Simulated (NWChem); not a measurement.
**One shape, several levels: C2H3N (acetonitrile)**

Aim: a comparison of 4 runs (HF/def2-TZVP, SVWN5/def2-TZVP, MP2/def2-TZVP, CCSD(T)/def2-TZVP) of C2H3N (acetonitrile). 

The calculation is run with NWChem 7.3.0.

3 further runs of the same task are left out: 2 that didn't finish, 1 set aside as unsound or not needed. Runs told in other sessions of the task aren't counted.

**1. Starting point**

C2H3N has 6 atoms, charge 0, and is taken as a singlet. SMILES: `CC#N`. The C1–C2 distance was set to 2.174 Å, away from the relaxed value. At this shape a bond of the SMILES string is far longer than usual.

Bond lengths: C2–N3 1.149 Å, C1–H4 1.091 Å, C1–H5 1.091 Å, C1–H6 1.091 Å. Angles: H4–C1–H5 108.8°, H4–C1–H6 108.8°, H5–C1–H6 108.8°. A long bond or contact: C1–C2 2.174 Å.

**2. A single-point energy at HF/def2-TZVP (run 1)**

run.py

```python
from ase import Atoms
from ase.calculators.nwchem import NWChem

mol = Atoms(['C', 'C', 'N', 'H', 'H', 'H'], positions=[
    [-0.698877, 0.834063, -0.533050],
    [0.554920, -0.662210, 0.423280],
    [1.217610, -1.453160, 0.928690],
    [-0.301817, 1.081523, -1.518610],
    [-1.714957, 0.453813, -0.648000],
    [-0.728627, 1.741013, 0.072570],
])

calc = NWChem(
    label='test',
    theory='scf',
    memory='2200 mb',
    basis='def2-TZVP',
    basispar='spherical bse',
    scf={'nopen': '0', 'rhf': None, 'thresh': '1e-08', 'maxiter': '80', 'print': 'low'},
    task='energy',
)
mol.calc = calc

print("Total energy (eV):", round(mol.get_potential_energy(), 6))
```

The run is started by

```sh
$ export ASE_NWCHEM_COMMAND="nwchem PREFIX.nwi > PREFIX.nwo"
$ python run.py
```

The log of the run:

```text
Total energy (eV): -3588.124854
```

The calculator wrote test.nwi:

```
title "test"

permanent_dir test

scratch_dir test

start test

geometry units angstrom nocenter noautosym noautoz
  C  -6.9887699999999997e-01 8.3406300000000000e-01 -5.3305000000000002e-01
  C  5.5491999999999997e-01 -6.6220999999999997e-01 4.2327999999999999e-01
  N  1.2176100000000001e+00 -1.4531600000000000e+00 9.2869000000000002e-01
  H  -3.0181700000000000e-01 1.0815230000000000e+00 -1.5186100000000000e+00
  H  -1.7149570000000001e+00 4.5381300000000002e-01 -6.4800000000000002e-01
  H  -7.2862700000000002e-01 1.7410129999999999e+00 7.2569999999999996e-02
end

memory 2200 mb

basis spherical bse noprint
   * library def2-TZVP
end

scf
  nopen 0
  rhf
  thresh 1e-08
  maxiter 80
  print low
end

task scf energy
```

test.nwo:

```text
Northwest Computational Chemistry Package (NWChem) 7.3.0
             --------------------------------------------------------

           Job information
           ---------------

    nwchem branch   = 7.3.0
    use scalapack   = T
    input           = test.nwi
    prefix          = test.
    data base       = test/test.db
    status          = startup
    nproc           =        1

           Memory information
           ------------------

    heap     =     72089598 doubles =      550.0 Mbytes
    stack    =     72089595 doubles =      550.0 Mbytes
    global   =    144179200 doubles =     1100.0 Mbytes (distinct from heap & stack)
    total    =    288358393 doubles =     2200.0 Mbytes
    verify   = yes
    hardfail = no

           Directory information
           ---------------------

  0 permanent = test
  0 scratch   = test

                                NWChem Input Module
                                -------------------

                                       test
                                       ----

[... 26 lines left out ...]
            Nuclear Dipole moment (a.u.)
[... 34 lines left out ...]
    4 H                |   1 C                |   5 H                |   108.83
    4 H                |   1 C                |   6 H                |   108.83
    5 H                |   1 C                |   6 H                |   108.83
 ------------------------------------------------------------------------------
                            number of included internuclear angles:          3
 ==============================================================================

                                 NWChem SCF Module
                                 -----------------

                                       test

  ao basis        = "ao basis"
  functions       =   111
  atoms           =     6
  closed shells   =    11
  open shells     =     0
  charge          =   0.00
  wavefunction    = RHF
  input vectors   = atomic
  output vectors  = test/test.movecs
  use symmetry    = F
  symmetry adapt  = F

 Forming initial guess at       0.0s

 Starting SCF solution at       0.2s

       Final RHF  results
       ------------------

         Total SCF energy =   -131.861157338058
      One-electron energy =   -277.945401496912
      Two-electron energy =     95.299254956642
 Nuclear repulsion energy =     50.784989202212

        Time for solution =     14.5s

 Task  times  cpu:       14.7s     wall:       14.7s
 Total times  cpu:       14.7s     wall:       14.7s
```

Wall time 16 s (1 thread of Intel Xeon 6975P-C (Granite Rapids), shared host); peak memory 0.11 GiB.

**3. A single-point energy at SVWN5/def2-TZVP (run 2)**

mol.nw

```
start mol
title "C2H3N"
memory stack 880 mb heap 220 mb global 1100 mb
charge 0

geometry units angstroms noautosym nocenter noautoz
C     -0.698877     0.834063    -0.533050
C      0.554920    -0.662210     0.423280
N      1.217610    -1.453160     0.928690
H     -0.301817     1.081523    -1.518610
H     -1.714957     0.453813    -0.648000
H     -0.728627     1.741013     0.072570
end

basis spherical bse
C library def2-TZVP
N library def2-TZVP
H library def2-TZVP
end

dft
xc slater vwn_5
mult 1
grid fine
convergence energy 1e-08
maxiter 100
mulliken
end

task dft energy
```

The run is started by

```sh
$ nwchem mol.nw > mol.out
```

The log of the run:

```text
[...]
          Wavefunction type:  closed shell.
          No. of atoms     :     6
          No. of electrons :    22
[...]
          Charge           :     0
          Spin multiplicity:     1
[...]
          AO basis - number of functions:   111
[...]
              XC Information
              --------------
                        Slater Exchange Functional  1.000 local
                      VWN V Correlation Functional  1.000 local
[...]
 d= 0,ls=0.0,diis     1   -131.4019869942 -1.82D+02  1.94D-02  1.48D+00     1.1
[...]
 d= 0,ls=0.0,diis    13   -131.5111848637 -3.55D-10  2.58D-08  2.69D-11    11.3
         Total DFT energy =     -131.511184863676
      One electron energy =     -278.221646481389
           Coulomb energy =      113.299038157090
    Exchange-Corr. energy =      -17.373565741590
 Nuclear repulsion energy =       50.784989202212
[...]
      Total Density - Mulliken Population Analysis
     ---------------------------------------------
    Atom       Charge   Shell Charges
 -----------   ------   -------------------------------------------------------
    1 C    6     6.42   0.84  1.13  0.54  0.68  0.19  1.25  1.23  0.54  0.01  0.01  0.00
    2 C    6     6.25   0.84  1.12  0.57  0.70  0.19  1.24  1.12  0.39  0.02  0.04  0.01
    3 N    7     6.94   0.81  1.16  0.64  0.76  0.26  1.46  1.22  0.60  0.01  0.03  0.00
    4 H    1     0.80   0.26  0.45  0.07  0.02
    5 H    1     0.80   0.26  0.45  0.07  0.02
    6 H    1     0.80   0.26  0.45  0.07  0.02
[...]
```

It took 12 s on 1 thread of Intel Xeon 6975P-C (Granite Rapids), shared host; peak memory 0.12 GiB.

Run 3 isn't shown in full; the table further down has it.

**4. A single-point energy at CCSD(T)/def2-TZVP (run 4)**

run.xyz

```xyz
6
C2H3N energy
C     -0.698877     0.834063    -0.533050
C      0.554920    -0.662210     0.423280
N      1.217610    -1.453160     0.928690
H     -0.301817     1.081523    -1.518610
H     -1.714957     0.453813    -0.648000
H     -0.728627     1.741013     0.072570
```

run.nw

```
start run
title "C2H3N energy"
memory total 2200 mb

geometry units angstrom noautosym nocenter noautoz
 load run.xyz
end

basis spherical bse
 C library def2-TZVP
 N library def2-TZVP
 H library def2-TZVP
end

scf
 thresh 1e-08
 maxiter 80
 print low
end

ccsd
 freeze core 3
 maxiter 60
end

task ccsd(t) energy
```

The run is started by

```sh
$ nwchem run.nw > run.out
```

The log of the run:

```text
[...]
  functions       =   111
[...]
  wavefunction    = RHF
[...]
         Total SCF energy =   -131.861157338026
      One-electron energy =   -277.945401496817
      Two-electron energy =     95.299254956578
 Nuclear repulsion energy =     50.784989202212
        Time for solution =     14.5s
[...]
 Total MP2 energy:           -132.367331520911080
[...]
             energy      energy      error      ampl     ampl      Block
                                                time     time      time
[...]
 Total CCSD energy:           -132.389292272425479
[...]
 Total CCSD+T(CCSD) energy:           -132.419311383935138
[...]
 Total CCSD(T) energy:                -132.417636586364722
[...]
```

It took 2.8 min on 1 thread of Intel Xeon 6975P-C (Granite Rapids), shared host; peak memory 0.32 GiB.

**5. Overview of the runs**

| run | level | iteration cap | module | energy (Eh) | wall time |
| --- | --- | --- | --- | --- | --- |
| 1 | HF/def2-TZVP | 80 | scf | -131.861157 | 16 s |
| 2 | SVWN5/def2-TZVP | 100 | dft | -131.511185 | 12 s |
| 3 | MP2/def2-TZVP | 80 | mp2 | -132.367332 | 18 s |
| 4 | CCSD(T)/def2-TZVP | 80 | ccsd(t) | -132.417637 | 2.8 min |

**6. Summary of results**

| quantity | value |
| --- | --- |
| run 4: total energy | -132.41764 Eh |
| run 4: correlation energy (3 core orbitals frozen) | -556.5 mEh |
| run 4: (T) correction | -28.34 mEh |

In words: Below the HF energy at the same shape and in the same basis (def2-TZVP): MP2 -506.2 mEh; CCSD(T) -556.5 mEh. In all runs a closed-shell determinant meets a far-stretched bond; if it breaks into open shells, such a determinant describes it badly, and no broken-symmetry solution was shown. All runs together took 3.6 min, the longest 2.8 min.
